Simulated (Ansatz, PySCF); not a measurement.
Gas-phase reaction in SMILES: [Si](C)(O)(O)C [dihydroxy(dimethyl)silane] → [CH3] (CH3) + C[Si](O)O (the C-Si bond breaks)

Wanted: bond dissociation energy (electronic), in kcal/mol. Conventions: non-relativistic; valence correlation only; UHF or UKS for open shells; no spin-orbit coupling; no dispersion term unless named. CBS(X,Y): correlation extrapolated as X^-3; Hartree-Fock from the larger set. Ab initio and DFT rows: single points at B3LYP-D3(BJ) geometries (Ansatz, a first-principles code).

```csv
species,coefficient,"E at BP86/def2-SVP (PySCF), Eh","E at PBE0/def2-TZVPD (Ansatz), Eh"
C[Si](C)(O)O,-1,-520.83398,-520.82708
[CH3] (CH3),+1,-39.80216,-39.79919
C[Si](O)O,+1,-480.88512,-480.88031
```

Coupled cluster (Ansatz) is a level with limits of its own, used here on species with T1 under 0.025 (0.045 for open shells) and stable references: CCSD(T)/CBS(cc-pV(T+d)Z,cc-pV(Q+d)Z). Value to compare with, CCSD(T)/CBS(cc-pV(T+d)Z,cc-pV(Q+d)Z) (Ansatz): 98.9 kcal/mol. 1 Eh = 627.5095 kcal/mol.

Problem. Work the quantity out at each level, and compare with CCSD(T)/CBS(cc-pV(T+d)Z,cc-pV(Q+d)Z) (Ansatz).

Solution. 
- BP86/def2-SVP: the sum of coefficient times E is 0.14670 Eh, or 92.06 kcal/mol. Result: 92.1 kcal/mol. Its difference against CCSD(T)/CBS(cc-pV(T+d)Z,cc-pV(Q+d)Z) (Ansatz) is -6.8 kcal/mol.
- PBE0/def2-TZVPD: the sum of coefficient times E is 0.14758 Eh, or 92.61 kcal/mol. Result: 92.6 kcal/mol. Its difference against CCSD(T)/CBS(cc-pV(T+d)Z,cc-pV(Q+d)Z) (Ansatz) is -6.3 kcal/mol.
